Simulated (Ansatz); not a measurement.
**C2H3N3: up Jacob's ladder to CCSD(T)**

Aim: compute C2H3N3 with functionals from several rungs and with coupled cluster, and see how far each lands from CCSD(T) at the basis-set limit for the atomisation energy.

Method: functionals in def2-TZVPP, the program's frozen cores in correlated methods; program: Ansatz 0.2.0, Gaussian basis.

Levels to be run: LDA (SPW92), PBE-D4, revPBE-D4, BLYP-D4, r2SCAN-D4, B97M-V, PBE0-D4, B3LYP-D4, r2SCANh-D4, r2SCAN0-D4, HSE06-D4, BHLYP-D4, CAM-B3LYP-D4, LC-ωPBE, ωB97X-V, ωB97M-V, B2PLYP, PBE-QIDH; CCSD(T)/def2-SVP; CCSD(T)/def2-TZVPP; MP2/def2-QZVPP; extrapolation to the limit; RPA on PBE.

## Step 1: The geometry

All runs share one geometry, relaxed beforehand with PBE0-D4 in a triple-zeta def2 set.

SMILES `c1nc[nH]n1`, 8 atoms, charge 0, spin multiplicity 1.

Atoms are counted from 1 here; the program's logs count them from 0.

Bond lengths: C1–N2 1.355 Å, C1–N5 1.316 Å, C1–H6 1.079 Å, N2–C3 1.313 Å, C3–N4 1.340 Å, C3–H7 1.080 Å, N4–N5 1.340 Å, N4–H8 1.005 Å. Angles: N2–C1–N5 115.0°, N2–C1–H6 123.3°, N5–C1–H6 121.6°, C1–N2–C3 102.7°, N2–C3–N4 109.8°, N2–C3–H7 126.7°, N4–C3–H7 123.5°, C3–N4–N5 110.5°, C3–N4–H8 129.4°, N5–N4–H8 120.1°, C1–N5–N4 102.0°.

## Step 2: LDA

This LDA is Slater exchange with PW92 correlation.

in.yaml reads:

```yaml
crystal:
  periodic: [false, false, false]
  atoms:
    - {symbol: C, position_ang: [-0.519380, 1.095951, -0.171611]}
    - {symbol: N, position_ang: [0.777508, 0.948371, 0.192102]}
    - {symbol: C, position_ang: [0.913910, -0.355966, 0.249802]}
    - {symbol: N, position_ang: [-0.246954, -0.947542, -0.064806]}
    - {symbol: N, position_ang: [-1.182280, -0.028464, -0.339426]}
    - {symbol: H, position_ang: [-0.988796, 2.056853, -0.316963]}
    - {symbol: H, position_ang: [1.810025, -0.900055, 0.507794]}
    - {symbol: H, position_ang: [-0.471832, -1.926347, -0.112692]}
basis:
  gaussian: {orbitals: def2-TZVPP}
hamiltonian: {xc: lda}
output: {orbitals: {seedname: orbitals}}
```

Launch:

```console
$ ansatz run in.yaml --threads 4 --pin off --events-out ev --progress --plain --max-ram 10444MiB
```

The runs that follow: PBE-D4 (GGA); revPBE-D4 (GGA); BLYP-D4 (GGA); r2SCAN-D4 (meta-GGA); B97M-V (meta-GGA); B3LYP-D4 (hybrid); r2SCANh-D4 (hybrid); r2SCAN0-D4 (hybrid); HSE06-D4 (hybrid); BHLYP-D4 (hybrid); CAM-B3LYP-D4 (range-separated); LC-ωPBE (range-separated); ωB97X-V (range-separated); ωB97M-V (range-separated); B2PLYP (double hybrid); PBE-QIDH (double hybrid); CCSD(T) in def2-SVP; CCSD(T) in def2-TZVPP; MP2 in def2-QZVPP; RPA on PBE orbitals.

Before running them: what should the planned runs give, taken together? Wanted: atomisation energy, CCSD(T)/CBS; farthest beyond LDA; mean size of error, GGA; mean size of error, meta-GGA; mean size of error, hybrid; mean size of error, range-separated; mean size of error, double hybrid; gap, smallest and largest; T1 diagnostic.

**Answer**, as computed:

| quantity | value |
| --- | --- |
| atomisation energy, CCSD(T)/CBS | 3418.8 kJ/mol |
| functionals within 17.1 kJ/mol (0.5 %) | B2PLYP, PBE-QIDH |
| farthest beyond LDA | PBE-D4 (+233.0 kJ/mol) |
| mean size of error, GGA | 148.4 kJ/mol |
| mean size of error, meta-GGA | 23.0 kJ/mol |
| mean size of error, hybrid | 79.9 kJ/mol |
| mean size of error, range-separated | 52.0 kJ/mol |
| mean size of error, double hybrid | 1.3 kJ/mol |
| gap, smallest and largest | 5.44 eV (LDA (SPW92)), 13.05 eV (LC-ωPBE) |
| T1 diagnostic | 0.0139 |
| triples share of the correlation energy | 4.9 % |

What this shows: LDA overbinds by 727.7 kJ/mol (21 %). PBE-D4 is off by +233.0 kJ/mol. Double hybrids carry the basis error of their MP2 part in triple zeta, and no dispersion term here, so their miss is partly the set-up's. By mean error the best rung here is double hybrid (1.3 kJ/mol) and the worst beyond LDA is GGA (148.4 kJ/mol). Misses under about 17.1 kJ/mol are within the doubt on the reference itself, which lacks core-valence correlation, relativity and higher excitations. Hartree-Fock recovers 62 % of the binding; the rest is correlation. CCSD(T) in def2-SVP is off by -212.8 kJ/mol, worse than the median functional, from the basis alone. Orbital gaps span 5.4 to 13.0 eV; exact exchange widens them.
